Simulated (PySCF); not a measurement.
Bonds broken one at a time in the series allyl-X. Isolated molecules, 0 K electronic values unless said otherwise. One relaxed conformer stands for each flexible species; it need not be the lowest. Strings in code marks are SMILES.

All values below come from B3LYP-D3(BJ)/def2-TZVP // PBE0-D4/def2-TZVP run with PySCF. B3LYP has the VWN-RPA correlation part, as in Gaussian. 

A: radical fragment (`[SiH3]`)
B: radical fragment (`[NH2]`)
C: radical fragment (`[C-]#[N+]`)
D: radical fragment (`[CH2]SC`)
E: radical fragment (`[CH2]C`)

**Question.** A design calls for the highest highest occupied spin orbital in this set. Which member fits?

**Answer.** D (-4.64 eV); next is E (-5.61 eV).
